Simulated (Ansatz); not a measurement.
**O$_{2}$⁺, doublet: the ladder up to full CI**

Geometry: that of the O2, singlet, kept fixed.

```xyz
2

O     0.0000    0.0000    0.0000
O     0.0000    0.0000    1.1930
```

Basis 6-31G; Ansatz 0.2.0. Only valence electrons are correlated (noble-gas cores frozen), which leaves 11 electrons in 16 orbitals. Prefix R: restricted or restricted open-shell reference; prefix U: unrestricted. Active spaces: valence = (11e, 8o) chosen from the atoms' valence shells.

Full CI is exact within this basis and frozen core; it isn't the basis-set limit. The frozen core follows each run's orbitals, which can shift R against U totals by a few meV.

HF rows: RHF is the determinant under the cluster runs. Coupled cluster chose its determinant by a search with trial CCSD, here up to 0.06 eV above the lowest Hartree–Fock solution of its kind, and MP2 stands on that determinant too.

The UHF ⟨S²⟩ is 1.382 and the T1 diagnostic (RCCSD) is 0.0153. The largest doubles amplitude (RCCSD) is 0.190.

```
    level  E − E(RHF) (eV)
     RMP2          -9.3797
   RCCSD*          -8.1063
RCCSD(T)*          -8.4222
```

Estimate how far full CI in 6-31G lies from RCCSD(T). The table doesn't fix it; the size of (T) and the diagnostics are the guide.

Full CI in 6-31G lies 131 meV below RCCSD(T), which is 41 % of the (T) step (-316 meV). A doubles amplitude is large, and the rest is a large part of (T). The miss exceeds 1 kcal/mol.

The other levels:

```csv
level,E − E(full CI) (meV),share of correlation (%),wall time
BCCD(T)*,131,98.46,1.1 s
RCCSDT,144,98.32,–
RCCSDT(Q),-11,100.12,4.9 s
RCCSDTQ,17,99.80,47 s
CASSCF (valence space),2770,67.62,–
NEVPT2 (valence space),584,93.17,0.82 s
MRCISD (valence space),110,98.71,–
MRCISD+Q (valence space),29,99.66,1.6 s
```

An asterisk marks runs whose energy the program itself flagged as in doubt.

The correlation energy at full CI, counted from RHF, is -8.553 eV. That run took 3 min on 1 thread of Arm Neoverse V1, shared host over 4,372,368 determinants.

Run but not shown, since their state, orbitals or frozen core can't be matched to the reference's or they repeat it: UHF, UMP2, CISD, UCCSD, UCCSD(T), UCCSDT, CISDTQ, UCCSDT(Q), UCCSDTQ.

Times hold each run's SCF and search for its determinant on a shared host, so for small cases they say little of a method's own cost; they ran on 1 thread of Arm Neoverse V1. Some runs computed forces too.

More than 5 meV below full CI, which no variational method can be: RMP2, RCCSDT(Q).

The full-CI state has the irrep B3g of D2h, in the program's axes (one component, if the state is degenerate).

Natural occupations of full CI about the gap: 1.980 1.946 1.945 1.859 1.034 0.144 0.054 0.013 0.010 0.007; effectively unpaired electrons, Σ n²(2−n)², 1.17.
